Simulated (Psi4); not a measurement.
# [BCl2]+ (SMILES Cl[B+]Cl): MP2/cc-pVDZ (density fitting with cc-pvdz-jkfit, density fitting for correlation, sweep point 2)

Aim: the vertical ionisation energy of [BCl2]+ at MP2/cc-pVDZ (density fitting with cc-pvdz-jkfit, density fitting for correlation, sweep point 2), from 2 runs. 

The results are computed with Psi4 1.11.

2 further runs of the same task are left out: 2 set aside as unsound or not needed.

## 1. The system as given

The species is [BCl2]+ (3 atoms), meant as a singlet with charge +1. As SMILES, `Cl[B+]Cl`. The coordinates come from a GFN2-xTB relaxation.

Bond lengths: Cl1–B2 1.572 Å, B2–Cl3 1.572 Å. Angles: Cl1–B2–Cl3 179.8°.

## 2. The energy at MP2/cc-pVDZ (density fitting with cc-pvdz-jkfit, density fitting for correlation, sweep point 2)

job.inp

```
memory 1600 MB

molecule molecule1 {
  1 1
  Cl    -1.238380     0.766480    -0.591300
  B      0.000740     0.001360     0.000550
  Cl     1.237640    -0.767840     0.590740
  units angstrom
  symmetry c1
}

set globals {
  basis cc-pVDZ
  puream true
  scf_type df
  num_frozen_docc 11
  df_basis_scf cc-pvdz-jkfit
}

E, wfn = energy('mp2', return_wfn=True)
print_variables()
```

Command:

```
psi4 job.inp job.out -n 1
```

job.out:

```text
[...]
  Running in c1 symmetry.
[...]
  Nuclear repulsion =  105.883521863230627
[...]
  Multiplicity = 1
[...]
  Nalpha       = 19
  Nbeta        = 19
[...]
    Number of basis functions: 50
[...]
   @DF-RHF iter   1:  -943.40895778264417    3.95285e-01   4.43117e-03 ADIIS/DIIS
[...]
   @DF-RHF iter   9:  -943.44223438854851   -3.75167e-12   4.40312e-09 DIIS
[...]
    Orbital Energies [Eh]
    ---------------------
    Doubly Occupied:
       1A   -105.145047     2A   -105.144979     3A    -10.874666
       4A    -10.874578     5A     -8.342073     6A     -8.341988
       7A     -8.338271     8A     -8.338271     9A     -8.338189
      10A     -8.338189    11A     -8.044153    12A     -1.456998
      13A     -1.434736    14A     -0.952253    15A     -0.898991
      16A     -0.817750    17A     -0.817750    18A     -0.749640
      19A     -0.749640
[...]
  @DF-RHF Final Energy:  -943.44223438854851
   => Energetics <=
    Nuclear Repulsion Energy =            105.8835218632306265
    One-Electron Energy =               -1502.6551906779991441
    Two-Electron Energy =                 453.3294344262198479
    Total Energy =                       -943.4422343885485134
[...]
 Multipole Moments:
 ------------------------------------------------------------------------------------
     Multipole            Electronic (a.u.)      Nuclear  (a.u.)        Total (a.u.)
 ------------------------------------------------------------------------------------
 L = 1.  Multiply by 2.5417464519 to convert [e a0] to [Debye]
 Dipole X            :          0.0028537           -0.0007888            0.0020649
 Dipole Y            :          0.0027525           -0.0011783            0.0015741
 Dipole Z            :          0.0000000           -0.0000000            0.0000000
 Magnitude           :                                                    0.0025965
[...]
```

Wall time 3 s (1 thread of AMD EPYC 7R43 (Zen 3), shared host); peak memory 0.24 GiB.

## 3. Doublet [BCl2]2+ at the same level

calc.dat

```
memory 1600 mb

molecule {
  2 2
  Cl    -1.238380     0.766480    -0.591300
  B      0.000740     0.001360     0.000550
  Cl     1.237640    -0.767840     0.590740
  symmetry c1
}

set globals {
  basis           cc-pVDZ
  reference       uhf
  puream          true
  scf_type        df
  num_frozen_docc 11
  df_basis_scf    cc-pvdz-jkfit
  maxiter         150
}

result, w = energy('mp2', return_wfn=True)
print_variables()
```

Command:

```
psi4 calc.dat calc.out -n 1
```

calc.out:

```text
[...]
  Running in c1 symmetry.
[...]
  Nuclear repulsion =  105.883521863230627
[...]
  Multiplicity = 2
[...]
  Nalpha       = 19
  Nbeta        = 18
[...]
    Number of basis functions: 50
[...]
   @DF-UHF iter   1:  -942.64060167933667    1.16364e+00   6.58374e-03 ADIIS/DIIS
[...]
   @DF-UHF iter  19:  -942.73319829110392   -2.16005e-12   3.06178e-09 DIIS
[...]
   @S^2 Observed:                8.925414463E-01
[...]
    Orbital Energies [Eh]
    ---------------------
    Alpha Occupied:
       1A   -105.487083     2A   -105.485491     3A    -11.210525
       4A    -11.208946     5A     -8.689011     6A     -8.687267
       7A     -8.674406     8A     -8.672870     9A     -8.670411
      10A     -8.668882    11A     -8.296577    12A     -1.776729
      13A     -1.761892    14A     -1.238814    15A     -1.194742
      16A     -1.146656    17A     -1.106119    18A     -1.104162
      19A     -1.052241
    Alpha Virtual:
      20A     -0.400788    21A     -0.396196    22A     -0.309810
      23A     -0.140859    24A     -0.083255    25A     -0.067944
[...]
  @DF-UHF Final Energy:  -942.73319829110392
   => Energetics <=
    Nuclear Repulsion Energy =            105.8835218632306265
    One-Electron Energy =               -1490.5735512280862167
    Two-Electron Energy =                 441.9568310737516299
    Total Energy =                       -942.7331982911039177
  UHF NO Occupations:
  HONO-2 :   17  A 1.9983311
  HONO-1 :   18  A 1.9316413
[...]
 Multipole Moments:
 ------------------------------------------------------------------------------------
     Multipole            Electronic (a.u.)      Nuclear  (a.u.)        Total (a.u.)
 ------------------------------------------------------------------------------------
 L = 1.  Multiply by 2.5417464519 to convert [e a0] to [Debye]
 Dipole X            :         -0.0096932           -0.0007888           -0.0104820
 Dipole Y            :          0.0095803           -0.0011783            0.0084019
 Dipole Z            :         -0.0000000           -0.0000000           -0.0000000
 Magnitude           :                                                    0.0134337
[...]
```

It took 3.9 s on 1 thread of AMD EPYC 7R43 (Zen 3), shared host; peak memory 0.24 GiB.

## 4. Results

At MP2/cc-pVDZ (density fitting with cc-pvdz-jkfit, density fitting for correlation, sweep point 2), 11 core orbitals frozen:

| quantity | value |
| --- | --- |
| singlet [BCl2]+: total energy | -943.77637 Eh |
| singlet [BCl2]+: HOMO energy (Hartree–Fock orbitals) | -20.40 eV |
| singlet [BCl2]+: LUMO energy (Hartree–Fock orbitals) | -4.06 eV |
| singlet [BCl2]+: HOMO–LUMO gap (Hartree–Fock orbitals) | 16.34 eV |
| singlet [BCl2]+: correlation energy (11 core orbitals frozen) | -334.1 mEh |
| doublet [BCl2]2+: total energy | -943.04213 Eh |
| doublet [BCl2]2+: HOMO energy (Hartree–Fock orbitals) (highest over α and β) | -26.82 eV |
| doublet [BCl2]2+: LUMO energy (Hartree–Fock orbitals) (lowest over α and β) | -18.13 eV |
| doublet [BCl2]2+: correlation energy (11 core orbitals frozen) | -308.9 mEh |
| doublet [BCl2]2+: ⟨S²⟩ of the reference determinant | 0.893 |
| vertical ionisation energy (to the doublet dication) | 19.980 eV |

In words: Removing an electron at fixed nuclei costs 19.98 eV (1928 kJ/mol). ⟨S²⟩ (doublet [BCl2]2+) is 0.89 where a pure doublet has 0.75: the reference is spin-contaminated.
